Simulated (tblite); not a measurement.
C5H7O (doublet state).
Numbering: `[O:1][CH2:2][CH2:3][C:4]1=[CH:5][CH2:6]1` (hydrogens: H7, H8 on C2; H9, H10 on C3; H11 on C5; H12, H13 on C6)

Cartesian coordinates in Å at the GFN2-xTB level; atoms count from 1:
```xyz
13
C5H7O angstrom
O     -1.637   -0.089    1.482
C     -1.672   -0.382    0.219
C     -0.716    0.557   -0.685
C      0.627    0.162   -0.344
C      1.670   -0.631   -0.457
C      1.682    0.305    0.708
H     -2.665   -0.138   -0.220
H     -1.438   -1.440   -0.028
H     -0.953    0.371   -1.732
H     -0.924    1.588   -0.405
H      2.204   -1.398   -0.961
H      1.498   -0.087    1.703
H      2.319    1.183    0.703
```

Computed values, GFN2-xTB/tblite, gas phase, harmonic and unscaled. Errors from tens to a few hundred cm⁻¹ against measured bands are possible. One conformer, not necessarily the lowest. Open shells enter through the occupations alone, without spin polarisation, and single modes of such species can be off by tens of per cent.

Harmonic wavenumbers (cm⁻¹): 53.1, 88.6, 157.3, 317.7, 362.4, 455.1, 632.1, 663.2, 733.6, 832.2, 909.5, 937.8, 953.3, 1008.6, 1021.2, 1062.4, 1107.4, 1128.9, 1184.8, 1228.3, 1236.1, 1281.6, 1411.6, 1427.8, 1454.5, 1810.9, 2642.8, 2726.9, 2985.8, 2998.8, 3011.8, 3015.4, 3234.7.

A = 7289, B = 2478, C = 2165 MHz; mass 83.050 u (most abundant isotopes); point group C1, symmetry number 1; spin multiplicity 2.

**Question.** What is the zero-point energy?

**Answer.** ½Σν̃ = 22038 cm⁻¹ = 63.01 kcal/mol.

**Question.** What is S at 350 K and 1 bar for an ideal gas of classical rigid rotors and harmonic oscillators?

**Answer.** Translation 39.99, rotation 26.99, vibration 19.42, spin (R ln 2) 1.38: S = 87.8 cal/(mol K).

**Question.** And Cp and H(350 K) − H(0)?

**Answer.** Cp = 29.16 cal/(mol K), of which vibrations give 21.21 (their classical limit is 33 R = 65.6); H(350 K) − H(0) = 6.32 kcal/mol without the zero-point energy, 3.54 from vibrations.

**Question.** Blend soft modes into free rotors: weight 1/[1 + (100 cm⁻¹/ν̃)⁴] for the oscillator and the rest for a rotor with moment μB/(μ + B), μ = h/(8π²ν), B = 10⁻⁴⁴ kg m². What vibrational entropy results?

**Answer.** 17.57 cal/(mol K) in place of 19.42, which changes −T·S at 350 K by +0.65 kcal/mol.

**Question.** Which modes carry the vibrational entropy at 350 K?

**Answer.** 53.1 cm⁻¹: 5.02; 88.6 cm⁻¹: 4.01; 157.3 cm⁻¹: 2.89; 317.7 cm⁻¹: 1.59; 362.4 cm⁻¹: 1.37; 455.1 cm⁻¹: 1.01 cal/(mol K); the other 27 give 3.54 together.

**Question.** How do the functions run with temperature in this model?

**Answer.** 
```csv
T (K),S (cal/(mol K)),Cp (cal/(mol K)),H − H(0) (kcal/mol),G − H(0) (kcal/mol),ln q(vib)
100,63.5,13.8,1.10,-5.26,1.08
200,74.6,19.0,2.72,-12.20,2.54
300,83.6,25.7,4.95,-20.12,3.97
500,99.8,38.4,11.41,-38.48,6.91
800,120.7,50.4,24.90,-71.66,11.37
1000,132.5,55.6,35.54,-97.01,14.22
```

q(vib) and H(0) count from the zero-point level.

Hindered rotation and anharmonicity are outside this model. Other conformers, if any are populated, would add a mixing term that is left out. The structure is chiral; the term R ln 2 for an equal mix with its mirror image is left out.
